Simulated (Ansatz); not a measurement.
AlH2ClO (SMILES [OH][AlH][Cl]): methods side by side

The species is AlH2ClO (5 atoms), meant as a singlet with charge 0. As SMILES, `[OH][AlH][Cl]`. The coordinates come from a PBE0-D4/def2-TZVP relaxation. This is one conformer, not always the lowest.

Quantity: the vertical electron affinity (to the doublet anion), in eV. The values are calculated.

The electron affinity is E(neutral) − E(anion): positive where the electron is bound.

```csv
level,kind,program,value (eV),less FCI/STO-3G,CPU time (all runs)
BLYP/STO-3G,GGA,Ansatz,-7.54,+0.76,1.8 s
PBE/STO-3G,GGA,Ansatz,-7.39,+0.91,2 s
revPBE/STO-3G,GGA,Ansatz,-7.40,+0.90,1.6 s
B3LYP/STO-3G,global hybrid,Ansatz,-7.26,+1.04,1.6 s
CAM-B3LYP/STO-3G,range-separated hybrid,Ansatz,-7.22,+1.08,2 s
HSE06/STO-3G,range-separated hybrid,Ansatz,-7.24,+1.06,1.6 s
BCCD(T)/STO-3G,coupled cluster or CI,Ansatz,-8.30,0.00,0.36 s
CCSDTQ/STO-3G,coupled cluster or CI,Ansatz,-8.30,0.00,67 s
FCI/STO-3G,exact in the basis,Ansatz,-8.30,0.00,15 s
```

FCI/STO-3G is exact within its basis and frozen core, so for wave-function methods in that basis the difference is their error; functionals converge differently with the basis, so for them it is only a difference. The values span -8.30 to -7.22 eV. All rows use very small basis sets, so even the best lies far from the true value. Negative values mean that the anion is unbound at that level; they are set by how diffuse the basis is and aren't properties of the molecule. Times are those of the runs behind each value, whatever else they computed, on shared processors of several kinds: orders of magnitude only.
